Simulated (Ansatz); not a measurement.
A cut through the energy surface

C2H6 (SMILES CC), closed shell, at its PBE0-D4/def2-TZVP minimum:

```tsv
atom	x (Å)	y (Å)	z (Å)
C1	-0.3268	0.1322	-0.6725
C2	0.3268	-0.1322	0.6725
H3	0.0705	-0.5296	-1.4459
H4	-1.4071	-0.0257	-0.6290
H5	-0.1586	1.1602	-1.0024
H6	-0.0704	0.5296	1.4459
H7	1.4071	0.0256	0.6289
H8	0.1585	-1.1601	1.0025
```

The angle H8–C2–C1 (111.4° at the minimum) is set to the values below, H8, with anything bonded beyond it, turning rigidly in the plane of the angle. Each method's energies count from its own value at the PBE0-D4 minimum structure. Computed with Ansatz 0.2.0 (basis: def2-TZVPP); correlated methods freeze the cores. B3LYP uses VWN-RPA correlation.

| angle (°) | CCSD(T) (kcal/mol) | wB97M-V (kcal/mol) | B3LYP-D4 (kcal/mol) |
| --- | --- | --- | --- |
| 93.4 | 7.02 | 6.99 | 7.18 |
| 97.9 | ? | 3.90 | 4.01 |
| 102.4 | ? | 1.71 | 1.78 |
| 106.9 | 0.41 | 0.42 | 0.45 |
| 111.4 | 0.00 | 0.00 | 0.00 |
| 115.9 | 0.46 | 0.42 | 0.41 |
| 120.4 | 1.76 | 1.67 | 1.66 |
| 124.9 | 3.89 | 3.74 | 3.74 |
| 129.4 | ? | 6.60 | 6.64 |

Problem. Fill in the withheld CCSD(T) values. (Judge from chemistry; the value comes from the calculation.)

Solution. The calculation gives: 3.89 kcal/mol at 97.9°; 1.69 kcal/mol at 102.4°; 6.84 kcal/mol at 129.4°. These count from the CCSD(T) energy at the PBE0-D4 minimum.

Minimum and curvature along this coordinate at CCSD(T): A fifth-order fit through the nearest points gives 111.3°, with a curvature of about 1.8 meV/deg².

Largest difference from the CCSD(T) curve over the scan: PBE-D4 0.58; r2SCAN-D4 0.20; PBE0-D4 0.24; HF 0.93 kcal/mol. Each curve counts from its own value at the minimum.

No T1 diagnostic of these runs exceeds 0.008.

For scale, one of the runs: CCSD(T)/def2-TZVPP, 146 basis functions (an equivalent command: `ansatz run in.yaml --threads 2`). Hardware: 2 CPU threads, shared host. Wall time 14 s; peak host memory 0.9 GiB.
